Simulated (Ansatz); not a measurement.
Born–Oppenheimer molecular dynamics of C₃H₂O (6 atoms, charge 0, multiplicity 1). It starts from a relaxed structure.

Computed with Ansatz, RKS PBE/def2-SVP.

```json
{"ensemble": "NVT, Langevin thermostat", "time step": "0.5 fs", "steps asked": "300", "set temperature": "300 K", "friction": "0.001 /fs", "masses": "H 2.014 u", "seed": "758902"}
```

Frames 5 fs apart, positions in Å.

Velocities at 15.0 fs (Å/ps):

```
C -2.01 3.48 0.56
C 0.62 0.28 2.62
O 0.41 -2.07 -1.47
C -3.36 2.06 -3.25
H 22.50 -2.33 12.58
H -6.79 -10.66 -6.80
```

```xyz
6
Properties=species:S:1:pos:R:3 time_fs=15.0 energy_less_start_eV=0.064 T=165
C 0.206 0.720 0.276
C 0.814 0.156 -0.852
O -0.265 -0.793 -0.327
C -0.748 -0.048 0.862
H 1.814 -0.356 -0.852
H -1.816 0.171 1.009
6
Properties=species:S:1:pos:R:3 time_fs=20.0 energy_less_start_eV=0.053 T=184
C 0.203 0.732 0.272
C 0.826 0.153 -0.833
O -0.262 -0.804 -0.335
C -0.767 -0.035 0.845
H 1.865 -0.321 -0.794
H -1.848 0.105 0.970
6
Properties=species:S:1:pos:R:3 time_fs=25.0 energy_less_start_eV=0.076 T=147
C 0.204 0.730 0.263
C 0.849 0.148 -0.806
O -0.256 -0.812 -0.343
C -0.789 -0.019 0.828
H 1.833 -0.231 -0.743
H -1.884 0.034 0.930
6
Properties=species:S:1:pos:R:3 time_fs=30.0 energy_less_start_eV=0.070 T=144
C 0.195 0.721 0.257
C 0.860 0.153 -0.778
O -0.246 -0.813 -0.351
C -0.809 -0.008 0.810
H 1.922 -0.200 -0.699
H -1.905 -0.003 0.895
6
Properties=species:S:1:pos:R:3 time_fs=35.0 energy_less_start_eV=0.060 T=166
C 0.167 0.714 0.262
C 0.890 0.154 -0.760
O -0.230 -0.810 -0.358
C -0.829 -0.007 0.793
H 1.966 -0.174 -0.681
H -1.916 0.001 0.865
6
Properties=species:S:1:pos:R:3 time_fs=40.0 energy_less_start_eV=0.077 T=145
C 0.143 0.716 0.264
C 0.929 0.158 -0.743
O -0.209 -0.807 -0.365
C -0.852 -0.019 0.777
H 1.941 -0.158 -0.676
H -1.947 0.046 0.838
6
Properties=species:S:1:pos:R:3 time_fs=45.0 energy_less_start_eV=0.055 T=167
C 0.138 0.720 0.254
C 0.934 0.179 -0.715
O -0.185 -0.808 -0.373
C -0.880 -0.038 0.766
H 2.009 -0.196 -0.654
H -1.981 0.099 0.807
6
Properties=species:S:1:pos:R:3 time_fs=50.0 energy_less_start_eV=0.051 T=164
C 0.130 0.723 0.246
C 0.948 0.200 -0.688
O -0.165 -0.811 -0.383
C -0.898 -0.051 0.754
H 1.982 -0.202 -0.641
H -1.984 0.140 0.747
6
Properties=species:S:1:pos:R:3 time_fs=55.0 energy_less_start_eV=0.076 T=140
C 0.110 0.726 0.250
C 0.964 0.210 -0.668
O -0.154 -0.815 -0.392
C -0.898 -0.056 0.740
H 1.937 -0.186 -0.626
H -1.979 0.160 0.644
6
Properties=species:S:1:pos:R:3 time_fs=60.0 energy_less_start_eV=0.074 T=152
C 0.097 0.732 0.255
C 0.957 0.223 -0.650
O -0.147 -0.815 -0.401
C -0.898 -0.059 0.726
H 2.028 -0.183 -0.600
H -1.971 0.146 0.521
6
Properties=species:S:1:pos:R:3 time_fs=65.0 energy_less_start_eV=0.024 T=231
C 0.096 0.747 0.255
C 0.967 0.221 -0.638
O -0.140 -0.810 -0.410
C -0.918 -0.070 0.712
H 2.012 -0.105 -0.566
H -1.955 0.106 0.404
6
Properties=species:S:1:pos:R:3 time_fs=70.0 energy_less_start_eV=0.070 T=180
C 0.098 0.759 0.246
C 0.974 0.214 -0.623
O -0.134 -0.799 -0.415
C -0.942 -0.085 0.693
H 2.012 -0.017 -0.534
H -1.980 0.060 0.308
```

Of the whole run (150 fs, mean temperature of the second half 216 K): The mean temperature of the second half is 28 % below the set value. A run of 0.15 ps of so small a system gives no equilibrium averages.

The run took 4.7 min on 1 CPU thread of a shared host.
